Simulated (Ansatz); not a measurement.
Relaxation of B2H4S (7 atoms, charge 0, multiplicity 1), to a largest force component of 0.015 eV/Å in at most 40 steps.

Level of theory: RKS LDA/def2-SVP (Ansatz 0.2.0).

```xyz
7
Properties=species:S:1:pos:R:3:forces:R:3
B -0.637 0.564 -0.650 0.35 -0.34 0.94
B -0.060 0.014 0.772 0.51 -0.38 -0.84
S 1.296 -1.127 0.878 -0.22 0.14 0.89
H -1.486 0.011 -1.242 -0.92 -0.63 -0.59
H -0.215 1.525 -1.175 0.49 1.04 -0.51
H -0.467 0.304 1.836 -0.42 0.30 1.02
H 1.569 -1.291 -0.417 0.20 -0.13 -0.91
```

Problem. Where does it end, and by what steps?

Solution. It converged. After 9 steps the energy has fallen by 0.108 eV; H7 moved furthest, 0.10 Å.

```json
{"step": "0", "energy less start (eV)": "0.0000", "largest force component (eV/Å)": "1.042", "accepted": "yes"}
{"step": "1", "energy less start (eV)": "-0.0945", "largest force component (eV/Å)": "0.375", "accepted": "yes"}
{"step": "2", "energy less start (eV)": "-0.1055", "largest force component (eV/Å)": "0.066", "accepted": "yes"}
{"step": "3", "energy less start (eV)": "-0.1060", "largest force component (eV/Å)": "0.065", "accepted": "yes"}
{"step": "4", "energy less start (eV)": "-0.1064", "largest force component (eV/Å)": "0.033", "accepted": "yes"}
{"step": "5", "energy less start (eV)": "-0.1066", "largest force component (eV/Å)": "0.037", "accepted": "yes"}
{"step": "6", "energy less start (eV)": "-0.1071", "largest force component (eV/Å)": "0.023", "accepted": "yes"}
{"step": "7", "energy less start (eV)": "-0.0958", "largest force component (eV/Å)": "0.323", "accepted": "no"}
{"step": "8", "energy less start (eV)": "-0.1074", "largest force component (eV/Å)": "0.053", "accepted": "yes"}
{"step": "9", "energy less start (eV)": "-0.1075", "largest force component (eV/Å)": "0.008", "accepted": "yes"}
```

```xyz
7
Properties=species:S:1:pos:R:3
B -0.647 0.572 -0.661
B -0.026 -0.012 0.740
S 1.319 -1.147 0.918
H -1.564 0.015 -1.250
H -0.236 1.605 -1.175
H -0.486 0.323 1.824
H 1.642 -1.357 -0.397
```

Run time: 11 s on 1 thread of Intel(R) Xeon(R) Platinum 8259CL CPU @ 2.50GHz (Skylake/Cascade Lake), with other jobs on the host, peak memory 0.13 GiB.
